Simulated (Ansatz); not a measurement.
We consider zinc-blende BeTe, described by PBE+SOC (PAW; Ansatz, a program for electronic structure).

Numerical settings: plane-wave cutoff 520 eV, 10×10×10 k mesh, Fermi–Dirac smearing 0.01 eV, PAW data made under PBE.

Energies at three volumes about the minimum:

```
V (Å³/atom)  E − E_lowest (meV/atom)
-----------  -----------------------
22.262                          1.66
22.717                          0.00
23.171                          1.53
```

Task: Fit a parabola by hand: where is the minimum, what lattice constant follows, and what is the bulk modulus?

Result: Slopes: (0.00 − 1.66)/(22.717 − 22.262) = -3.648 and (1.53 − 0.00)/(23.171 − 22.717) = 3.370 meV/Å³. Curvature E″ = 2 × (3.370 − (-3.648))/(23.171 − 22.262) = 15.441 meV/Å⁶. From the middle of the first interval, the slope vanishes at V0 = 22.4895 − (-3.648)/15.441 = 22.726 Å³/atom. B = V0 E″ = 22.726 × 15.441 meV/Å³ × 0.1602 GPa per meV/Å³ = 56.2 GPa. With 8 atoms in the cube, a = (8 × 22.726)^(1/3) = 5.665 Å. The full Birch–Murnaghan fit to all volumes gives V0 = 22.719 Å³/atom and B0 = 56.2 GPa.

Measured, for comparison: bulk modulus 67 GPa (room temperature, not corrected to a static lattice; as tabulated in Elmahjoubi et al. (2023), arXiv:2303.01780); lattice constant a 5.626 Å (temperature not stated, not corrected to a static lattice; as tabulated in Bernardini et al. (2000), arXiv:cond-mat/0007180). Computed less measured: bulk modulus -16 %.
